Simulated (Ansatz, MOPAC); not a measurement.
Molecule: hydrogen cyanide, CHN, net charge 0, singlet state. SMILES: C#N

Atoms: C1, N2, H3. Bonds: C1-N2, C1-H3.

Bond lengths (Å) and angles (degrees) optimised at AM1 with MOPAC; PM3 with MOPAC; MNDO with MOPAC; HF/3-21G with Ansatz (a program for electronic structure), each started from the B3LYP-D3(BJ)/def2-TZVP structure (Ansatz) of the last column. A row stands for all coordinates that are equal there. No wavenumbers were computed at MNDO, so these may be saddle points.

```
coordinate    AM1    PM3   MNDO  HF/3-21G  B3LYP-D3(BJ)/def2-TZVP
----------  -----  -----  -----  --------  ----------------------
C1-N2       1.160  1.156  1.160     1.137                   1.146
C1-H3       1.069  1.070  1.055     1.050                   1.067
N2-C1-H3    180.0  180.0  180.0     180.0                   180.0
```

Mean signed difference of all 2 bond lengths from B3LYP-D3(BJ)/def2-TZVP: AM1 0.008 Å, PM3 0.007 Å, MNDO 0.001 Å, HF/3-21G -0.013 Å.
